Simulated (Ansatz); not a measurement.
# SiH₃+: how energies converge with the basis set

One table from this session's results is given with a row withheld; the runs are named, their logs left out.

The runs use Ansatz 0.2.0, Gaussian basis; one geometry, several basis sets.

Plan: PBE0-D4/def2-SVP; ωB97M-V/def2-SVP; PBE0-D4/def2-QZVPP; ωB97M-V/def2-QZVPP; CCSD(T)/cc-pV(D+d)Z; CCSD(T)/cc-pV(T+d)Z; CCSD(T)/cc-pV(Q+d)Z; the functionals' def2-TZVPP values are taken from earlier runs.

## The relaxed structure

An earlier PBE0-D4 in a triple-zeta def2 set relaxation fixed the geometry.

SMILES `[SiH3+]`, 4 atoms, charge 1, spin multiplicity 1.

Atoms are counted from 1 here; the program's logs count them from 0.

Bond lengths: Si1–H2 1.472 Å, Si1–H3 1.472 Å, Si1–H4 1.472 Å. Angles: H2–Si1–H3 120.0°, H2–Si1–H4 120.0°, H3–Si1–H4 120.0°.

As a file:

| atom | x (Å) | y (Å) | z (Å) |
| --- | --- | --- | --- |
| Si1 | 0.0000 | 0.0000 | 0.0000 |
| H2 | 0.6869 | 0.6754 | 1.1130 |
| H3 | -0.1184 | -1.4672 | -0.0099 |
| H4 | -0.5685 | 0.7917 | -1.1031 |

The first run:

in.yaml

```yaml
crystal:
  periodic: [false, false, false]
  atoms:
    - {symbol: Si, position_ang: [-0.000008, -0.000000, 0.000005]}
    - {symbol: H, position_ang: [0.686861, 0.675449, 1.112978]}
    - {symbol: H, position_ang: [-0.118398, -1.467179, -0.009923]}
    - {symbol: H, position_ang: [-0.568456, 0.791730, -1.103060]}
basis:
  gaussian: {orbitals: def2-SVP}
total_charge: 1
hamiltonian: {xc: pbe0, dispersion: d4}
output: {orbitals: {seedname: orbitals}}
```

Steps of the session up to this table: PBE0-D4 in def2-SVP; ωB97M-V in def2-SVP; PBE0-D4 in def2-QZVPP; ωB97M-V in def2-QZVPP.

One table of the session follows, with a row left open; its other results are not shown here.

It belongs to the step «Functionals by basis». 

| functional | basis | HOMO (eV) | LUMO (eV) |
| --- | --- | --- | --- |
| PBE0-D4 | def2-SVP | ? | ? |
| PBE0-D4 | def2-TZVPP | -17.70 | -10.23 |
| PBE0-D4 | def2-QZVPP | -17.70 | -10.23 |
| ωB97M-V | def2-SVP | -19.94 | -8.21 |
| ωB97M-V | def2-TZVPP | -19.96 | -8.17 |
| ωB97M-V | def2-QZVPP | -19.96 | -8.17 |

**Question.** Estimate the row for PBE0-D4, def2-SVP.

**Answer.** HOMO (eV): -17.72; LUMO (eV): -10.29. In the column «HOMO (eV)» it lies between ωB97M-V, def2-SVP (-19.94) and PBE0-D4, def2-TZVPP (-17.70).
